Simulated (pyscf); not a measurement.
A first-order saddle from PySCF, ωB97X-D3(BJ)/def2-SVP:

```
C
H 1 1.0990
H 1 1.0998 2 108.19
H 1 1.1214 2 104.85 3 105.14
Al 4 1.9865 1 82.85 2 109.76
O 5 1.8138 4 115.49 1 24.65
H 6 0.9637 5 135.23 4 -170.79
H 5 1.5846 6 112.98 7 90.63
H 5 1.5851 8 122.65 4 -102.09
Si 6 1.9060 7 117.82 5 -153.53
H 10 1.4870 6 98.18 7 -95.03
H 10 1.5091 11 105.85 6 169.91
H 10 1.5132 11 110.29 12 103.18
```

Surface: singlet, charge 0. Lowest wavenumbers (cm⁻¹): 311i, 43, 189, 272, 344.

Q: Which two sides does it connect, and which bonds change?

A: H₃C–AlH₂ + HO–SiH₃ ⇌ H₃C–SiH₃ + HO–AlH₂, a four-centre exchange read from left to right: Al–C, O–Si broken and C–Si, Al–O formed. At ωB97M-D3(BJ)/def2-TZVP it lies +2.5 kcal/mol from the left side and +16.3 kcal/mol from the right (each side as separated species at their lowest minima found). On the reactant side the descent ends in an adduct with a Al–O contact (not fully relaxed), 21.6 kcal/mol under the separated species and 20.8 kcal/mol under the saddle at ωB97X-D3(BJ)/def2-TZVP. What is counted as formed (Al–O) is already present as a longer contact in the reactant adduct; forming that adduct is a step of its own. At ωB97X-D3(BJ)/def2-TZVP the barrier from the zero used here is -0.8 kcal/mol. The same reactants have a lower exit, to H₃C–AlH–OH + SiH₄ (barrier -10.4 kcal/mol at ωB97M-D3(BJ)/def2-TZVP, against +2.5 kcal/mol here). One saddle was located; it need not be the lowest between these sides.
